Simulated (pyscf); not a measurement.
Structures and frequencies: ωB97X-D3(BJ)/def2-SVP in PySCF.

Task: For the elementary gas-phase step `[CH3][CH]([F])[F]` + `[CH3]` [doublet] → `[CH3][C]([CH3])[F]` [doublet] + `[FH]` (doublet surface; C–F, C–H broken, C–C, F–H formed), what barrier and reaction energy does ωB97M-D3(BJ)/def2-TZVP give, measured from the separated reactants?

Result: ΔE‡ = 219.3 kJ/mol, ΔE = -31.5 kJ/mol. Zero-point energy shifts the barrier by +8.4 kJ/mol. It is a concerted two-bond exchange, with an imaginary mode of 1113i cm⁻¹. On the product side the descent ends in a complex (not fully relaxed), 22.4 kJ/mol under the separated species and 276.3 kJ/mol under the saddle at ωB97X-D3(BJ)/def2-TZVP. One saddle was located; it need not be the lowest between these sides.
